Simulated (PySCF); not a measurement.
# Adding and removing an electron: HCl

PBE0; PySCF, no relativity, basis sets H def2-TZVP, Cl def2-TZVP. Neutral (UKS): singlet (closed shell), Re = 1.279 Å, ωe = 2998 cm⁻¹, De = 4.52 eV, HOMO -9.41 eV, LUMO 0.34 eV.

HCl⁺ (UKS): doublet (π ↑), Re = 1.321 Å, ωe = 2671 cm⁻¹, De = 4.82 eV to H + Cl⁺. The energies at the minima are -460.66439 hartree for HCl and -460.19947 for HCl⁺.

Problem. Work out the adiabatic ionisation energy, without and with harmonic zero-point energies (1 hartree = 27.2114 eV, 1 eV = 8065.5 cm⁻¹), and the change of the bond length.

Solution. At PBE0: 0.46492 hartree = 12.651 eV between the minima; the zero-point term (2671.0 − 2998.0)/2 cm⁻¹ = -0.020 eV makes it 12.631 eV. Re changes by +4.2 pm against the neutral. Minus the HOMO energy is 9.41 eV, -3.24 eV from the value between the minima; self-interaction puts the Kohn–Sham level too high, less so with exact exchange. The electron leaves a π orbital, which is non-bonding in a hydride.

For an ion De counts to the pair picked by the measured ionisation energies or electron affinities, which need not be the lowest pair at this level. States were picked by a PBE0 search and need not be the measured ground states.
